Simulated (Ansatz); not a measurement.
# CH3FO: the cost of one run

Computed with Ansatz 0.2.0 (the levels named in each step, unless a step's input says otherwise).

### 1 The system as given

Bond lengths: C1–O2 1.322 Å, O2–F3 1.372 Å, C1–H4 1.133 Å, C1–H5 1.104 Å, C1–H6 1.120 Å. Angles: C1–O2–F3 115.5°, O2–C1–H4 115.0°, O2–C1–H5 105.2°, O2–C1–H6 115.3°, H4–C1–H5 111.5°, H4–C1–H6 98.7°, H5–C1–H6 111.3°.

Structure file:

```xyz
6

C    -1.2027   -0.1900   -0.0504
O    -0.0766    0.5026   -0.0533
F     1.0713   -0.2360    0.0847
H    -1.3612   -0.8415    0.8624
H    -2.0053    0.5612   -0.1565
H    -1.2791   -0.9826   -0.8387
```

### 2 A rough first relaxation, PBE-D4/def2-SVP

This run stands in another session on the same molecule. It ended at:

```xyz
6

C    -1.2390   -0.2097   -0.0474
O    -0.0672    0.5281   -0.0472
F     1.0395   -0.2807    0.0786
H    -1.3256   -0.8140    0.9055
H    -2.0341    0.5621   -0.1579
H    -1.2272   -0.9721   -0.8833
```

### 3 Relaxation, HF/STO-3G

The input, input.yaml:

```yaml
crystal:
  periodic: [false, false, false]
  atoms:
    - { symbol: C, position_ang: [-1.2389907, -0.20970281, -0.04741805] }
    - { symbol: O, position_ang: [-0.06717558, 0.52812737, -0.0472446] }
    - { symbol: F, position_ang: [1.03945885, -0.28068754, 0.07861488] }
    - { symbol: H, position_ang: [-1.32558372, -0.81403293, 0.90549309] }
    - { symbol: H, position_ang: [-2.0340806, 0.56205232, -0.15792537] }
    - { symbol: H, position_ang: [-1.22721825, -0.97210642, -0.88330994] }
magnetization:
  spin_polarized: true
  initial_magnetization: 1
total_charge: 1
basis:
  gaussian: { orbitals: STO-3G }
hamiltonian:
  xc: hf
relax:
  f_tol: 0.002
  max_steps: 150
```

The run is started by

```sh
ansatz run input.yaml --threads 2 --pin off --max-ram 5120MiB --backend cpu --events-out ev --progress --plain --runs-dir out
```

What time and memory should one allow on 2 threads of Intel Xeon at 2.50GHz (Skylake/Cascade Lake), shared host?

About 5.9 s, with a peak of 0.11 GiB.
